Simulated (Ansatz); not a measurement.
A made-up structure of C$_{2}$H$_{3}$Si (charge +1), closed shell:

```csv
atom,x (Å),y (Å),z (Å)
C1,-0.5754,-0.4320,-0.3768
Si2,-0.7612,-0.7795,1.3709
C3,0.4417,0.3664,-0.0230
H4,-0.9359,-0.6175,-1.3782
H5,1.0927,0.9727,-0.6525
H6,-1.1317,-1.2890,2.6435
```

It is relaxed with PBE-D4/def2-SVP and then PBE0-D4/def2-TZVP (Ansatz 0.2.0). Atoms count as bonded within 1.22 times the sum of their covalent radii (H–H: 0.88 Å). The end point is not checked to be a true minimum.

(1) Does its bonding change? (Judge from chemistry; the calculation decides.)

Results:

(1) By the calculation: No: no bond forms or breaks.

Where it ends: The first stage lowers the energy by 1.53 eV in 6 steps. It ends as C₂H₃Si ([CH]1[CH][SiH]1), total charge +1:
C1  (-0.674, -0.502, -0.493)
Si2  (-0.594, -0.651, 1.234)
C3  (0.326, 0.255, 0.074)
H4  (-1.033, -0.675, -1.501)
H5  (1.087, 0.931, -0.299)
H6  (-0.982, -1.138, 2.568)
(Å)

Labels in which every atom is bracketed show which atoms are joined, not bond orders.

For scale, one of the runs: PBE0-D4/def2-TZVP relaxation, 117 basis functions, launched by `ansatz run in.yaml --threads 2 --pin off --events-out ev --progress --plain --max-ram 4352MiB`. The run took about 8.5 s on 2 CPU threads of an Arm Neoverse V2 (shared host).
